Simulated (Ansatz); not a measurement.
System: hcp Lu. Method: HSE06 (Ansatz, a first-principles code, plane waves, PAW).

Excerpt of the program's output:

```
Relaxation: its limit of steps is 80 (relax.max_steps)
Crystal: 2 atoms, lattice volume = 59.491 Å³
Basis set: ecut = 460 eV, 1339 PW (Γ), exchange–correlation on 50×50×80 points (8 copies of the dense FFT grid, shifted against one another)
Bands: 31, of which v1, the nominal top of the filled ones, is band 25 counted from 1 (24 counted from 0)
Symmetry: 24 space group operations
Space group: P63/mmc (ITA 194), of the structure as read, at distance tolerance 3.9e-5 Å
k-points: 48 of 486
SCF iter   1: F=—  HF=-29464.867167 eV  |F-HF|=—  |Δ(HF+E_count)|=         —  Δρ=1.93e-3  dr2=1.13e-3
SCF iter   2: F=—  HF=-29464.866756 eV  |F-HF|=—  |Δ(HF+E_count)|=   4.11e-4  Δρ=1.37e-3  dr2=9.27e-4
  ...
SCF 1 converged in 10 iterations: F = -29464.866192 eV  dr2 = 2.98e-12
Crystal: 2 atoms, lattice volume = 59.491 Å³
Initial density: handed on by an earlier stage of this run
Crystal: 2 atoms, lattice volume = 59.491 Å³
Crystal: 2 atoms, lattice volume = 59.491 Å³
Crystal: 2 atoms, lattice volume = 59.491 Å³
SCF 5 converged in 2 iterations: F = -29464.283111 eV  dr2 = 1.99e-12
Crystal: 2 atoms, lattice volume = 59.491 Å³
Crystal: 2 atoms, lattice volume = 59.491 Å³
Crystal: 2 atoms, lattice volume = 59.491 Å³
SCF 8 converged in 3 iterations: F = -29464.283124 eV  dr2 = 9.71e-12
Crystal: 2 atoms, lattice volume = 59.491 Å³
SCF 9 converged in 3 iterations: F = -29464.283123 eV  dr2 = 9.84e-12
Crystal: 2 atoms, lattice volume = 59.491 Å³
SCF iter   1: F=—  HF=-29464.283123 eV  |F-HF|=—  |Δ(HF+E_count)|=         —  Δρ=2.53e-7  dr2=1.45e-11
SCF iter   2: F=-29464.283123 eV  HF=-29464.283123 eV  |F-HF|=0.00e0  |Δ(HF+E_count)|=  4.00e-11  Δρ=1.68e-7  dr2=3.89e-12
SCF 10 converged in 2 iterations: F = -29464.283123 eV  dr2 = 3.89e-12
Free energy (F): -29464.283123 eV
Internal energy: -29464.258093 eV  (E = F + TS)
E sigma→0 (E₀):  -29464.270608 eV
Fermi energy:    13.401794 eV
--- Forces (eV/Å), atoms counted from 1 ---
  atom   1  Lu    -0.00000000    -0.00000000     0.00000000
  atom   2  Lu     0.00000000     0.00000000     0.00000000
--- Stress (GPa, compression-positive) ---
        1.179094       0.000000       0.000000
        0.000000       1.179094       0.000000
        0.000000       0.000000       1.168179
  P = ⅓ Tr σ = 1.1755 GPa (11.755 kbar)
```

Question: Write an input file that could have produced this run (the log leaves some choices open).

Answer: Several could match; the one computed here: 
Ansatz 0.2 input:
```yaml
crystal:
  lattice:
    - [1.7627058401, -3.0530960738, 0.0]
    - [1.7627058401, 3.0530960738, 0.0]
    - [0.0, 0.0, 5.5271758334]
  atoms:
    - { symbol: Lu, position: [0.3333333333, 0.6666666667, 0.25] }
    - { symbol: Lu, position: [0.6666666667, 0.3333333333, 0.75] }
basis:
  ecutwfc: 460
  ecutrho_ratio: 4
  xc_grid: 2
kpoints:
  mp_grid: { grid: [9, 9, 6] }
hamiltonian:
  xc: hse06
  dispersion: none
  pseudopotentials: { kind: paw }
scf:
  occupations: { method: fermi_dirac, width: 0.05 }
output:
  forces: true
  stress: true
  eigenvalues: true
relax:
  f_tol: 0.01
  escape_saddle: false
  max_steps: 80
  cell: { stress_tol: 0.05, fix: [volume] }
```

The cell is one volume of an energy–volume scan, off the minimum.

The PAW data were made under PBE.

Note: the run warned that the count of filled bands differs between k points.
